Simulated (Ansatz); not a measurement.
What a change of settings does to a run on Li

The structure comes from a relaxation in the same program, started in the bcc type. Whether it is a known phase or the ground state wasn't checked. The listed cell was then made from it by scaling, straining or moving an atom.

First run: DFT, PBE, all-electron PAW with datasets made for the crystal, scalar-relativistic (Ansatz 0.2.0).

Command: `ansatz run input.yaml --threads 1 --pin off --max-ram 2048MiB --backend cpu --events-out ev --progress --plain --runs-dir out` The run took 1.1 s on 1 thread of Arm Neoverse V2, on a shared host, peak memory 0.24 GiB.

```yaml
crystal:
  lattice:
    - [-1.7403602788, 1.7403602788, 1.7403602788]
    - [1.7403602788, -1.7403602788, 1.7403602788]
    - [1.7403602788, 1.7403602788, -1.7403602788]
  atoms:
    - { symbol: Li, position: [0.0, 0.0, 0.0] }
kpoints:
  mp_grid: { grid: [14, 14, 14] }
scf:
  occupations: { method: fermi_dirac, width: 0.03 }
hamiltonian:
  xc: pbe
  pseudopotentials: { kind: all_electron, datasets: crystal }
output:
  forces: true
  stress: true
  eigenvalues: true
  efg: { contact_densities: true }
```

Result: converged; pressure -0.50 GPa; 5 SCF iterations.

A second input differs as follows:

```diff
@@ -10,4 +10,5 @@
 scf:
   occupations: { method: fermi_dirac, width: 0.03 }
+  max_iter: 60
 hamiltonian:
   xc: pbe
@@ -18,3 +19,4 @@
   eigenvalues: true
   efg: { contact_densities: true }
+ENCUT: 400
```

Question: What is wrong with it, and what does the program do?

Answer: The fault is a keyword of another program. The run refused before any iteration. The log ends:
```
  --> <input>:21:1
   |
19 |   eigenvalues: true
20 |   efg: { contact_densities: true }
21 | ENCUT: 400
   | ^ unknown field `ENCUT`, expected one of crystal, accuracy, basis, kpoints, hamiltonian, magnetization, projection, total_charge, correlation, batch, efield, external_charges, scf, relax, neb, saddle, md, ramp, phonons, dielectric, real_time, elastic, magnetic_configurations, gw, evaluate, workflow, output, checkpoint, execution
```
